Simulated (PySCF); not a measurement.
# Exercise with solution: entropy of an ideal gas

AlCl3, SMILES [Cl][Al]([Cl])[Cl].

The structure is a stationary point at PBE0-D3(BJ)/def2-SVP. The isomer is the one that the SMILES or the coordinates give; other isomers of the formula were not compared.

PySCF with PBE0-D3(BJ)/def2-SVP gives the harmonic wavenumbers 146, 146, 203, 387, 640, 640 cm⁻¹ and the rotational temperatures 0.1056, 0.1056, 0.0528 K. The molar mass is 133.33 g/mol, the symmetry number 6, the spin multiplicity 1.

Problem. Work out the entropy at 298.15 K and 1 atm in the rigid-rotor, harmonic-oscillator model.

Solution. 
Translation (Sackur–Tetrode at 1 atm): S = R[1.5 ln M + 2.5 ln T − 1.16487] = 169.8 J/(mol K).
Rotation: q = (√π/σ) T^1.5/√(θA θB θC) = 62700, S = R[ln q + 3/2] = 104.3 J/(mol K).
Vibration: with u = 1.4388 ν/T, each mode gives R[u/(e^u − 1) − ln(1 − e^−u)]:
| ν (cm⁻¹) | modes | u | S (J/(mol K)) |
|---|---|---|---|
| 146 | 2 | 0.70 | 22.79 |
| 203 | 1 | 0.98 | 8.81 |
| 387 | 1 | 1.87 | 4.23 |
| 640 | 2 | 3.09 | 3.23 |
These are all the modes. Sum 39.1 J/(mol K).
Spin: R ln 1 = 0.0 J/(mol K).
Total 313.1 J/(mol K); the program's own thermochemistry gives 313.1. Translation makes up 54 % and vibration 12 %. Anharmonicity, hindered rotation and orbital degeneracy are left out.
